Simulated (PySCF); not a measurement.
## Nonlinear optical response: SMILES C(C=C=CN)=O, C4H5NO

Geometry:
```tsv
atom	x (Å)	y (Å)	z (Å)
N1	2.184	0.270	-0.797
C2	1.357	0.051	0.298
C3	0.128	-0.380	0.262
C4	-1.117	-0.787	0.241
C5	-2.242	0.145	0.280
O6	-3.404	-0.172	0.237
H7	2.870	0.998	-0.671
H8	1.700	0.329	-1.681
H9	1.841	0.178	1.259
H10	-1.374	-1.839	0.194
H11	-1.938	1.209	0.351
```

Method used: PySCF, quadratic response B3LYP/def2-SVPD first hyperpolarisability, Taylor convention, gas phase. Geometry: GFN2-xTB.

What is the first hyperpolarisability, and how does it disperse?

In au, Taylor convention; the vector part is βᵢ = ⅓ Σⱼ (βᵢⱼⱼ + βⱼᵢⱼ + βⱼⱼᵢ); β∥ is 3/5 of the vector part along the dipole, the dipole points from − to +:
```
                   process  λ (nm)  β vector norm    β∥  β HRS  depolarisation ratio
           static β(0;0,0)       ∞          145.0  48.5   64.2                  4.10
second harmonic β(−2ω;ω,ω)    1907          157.1  54.7   69.1                  4.18
         Pockels β(−ω;ω,0)    1907          148.9  50.5      –                     –
second harmonic β(−2ω;ω,ω)    1340          171.5  62.2   74.9                  4.27
         Pockels β(−ω;ω,0)    1340          153.0  52.6      –                     –
```

Which lowest excitations, dipole and polarisabilities go with it?

S1 3.23 eV (f = 0.000); S2 3.93 eV (f = 0.000); S3 5.52 eV (f = 0.005); dipole 4.89 D; isotropic α 68.5 au static, 68.8 au at 1907 nm, 69.2 au at 1340 nm, 69.8 au at 953.5 nm, 71.3 au at 670 nm.
